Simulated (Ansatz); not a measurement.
Basis-set extrapolation for C2H3FO2, SMILES `O=COCF` (PBE0-D4/def2-TZVP geometry, frozen core, Ansatz). Multiplicity 1, RHF reference.

```
                      def2-TZVPP   def2-QZVPP
                 HF  -326.786312  -326.801016
    MP2 correlation    -1.031039    -1.113906
CCSD(T) correlation    -1.084466      not run
```

Energies in hartree. Use E(X) = E(∞) + A·exp(−7.88·√X) for Hartree–Fock and E(X) = E(∞) + B·X^(−2.97) for correlation, with X = 3 and 4, and add CCSD(T) minus MP2 of the smaller set to the MP2 limit.

Question: What is the CCSD(T) energy at the basis-set limit?

Answer: HF limit: -326.801016 + (-0.014704) × 0.13774 = -326.80304. MP2 limit: -1.113906 + (-0.082867) × 0.74074 = -1.17529. Higher-order term: -1.084466 − (-1.031039) = -0.05343. Total: -328.03176 hartree, 422.7 kJ/mol below CCSD(T)/def2-TZVPP.
